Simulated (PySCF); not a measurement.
Spin states of MgF

Unrestricted PBE0; PySCF, no relativity, basis sets Mg aug-pcseg-1, F aug-pcseg-1. Outer shells of the fragments: Mg 3s2; F 2s2 2p5.

Followed along the bond (rough minima from three points):

```tsv
2Ms+1	unpaired	⟨S²⟩ at the start	R at minimum (Å)	Te (eV)
2	σ ↑	0.75	1.78	0.00
4	σ ↑, π ↑↑	3.75	none in the scan	≤ 7.19
```

Solutions found at the starting distance of 1.970 Å, counted from the lowest of them; the search is not exhaustive and high or unbound solutions are not listed, so other states can lie among these:

```tsv
2Ms+1	unpaired	term	E (eV)	⟨S²⟩	⟨Lz²⟩	μ (D)
2	σ ↑	²Σ⁺	0.00	0.75	0.00	-4.22
2	π ↑	²Π	3.42	0.75	1.00	-5.78
2	π ↑	²Π	5.22	0.75	1.00	2.57
4	σ ↑, π ↑↑	mixed	7.15	3.75	2.00	1.91
4	σ ↑, π ↑↑	mixed	7.25	3.75	2.00	2.08
4	σ ↑↑, π ↑	⁴Π	7.89	3.75	1.00	2.03
```

A term symbol is given only where ⟨S²⟩ and ⟨Lz²⟩ are close to those of a pure state; real π, δ and φ orbitals otherwise mix terms. A positive dipole means Mg(−)F(+).

Counting both spins, an empty level lies below a filled one in some of these solutions, because spin and occupation are held.
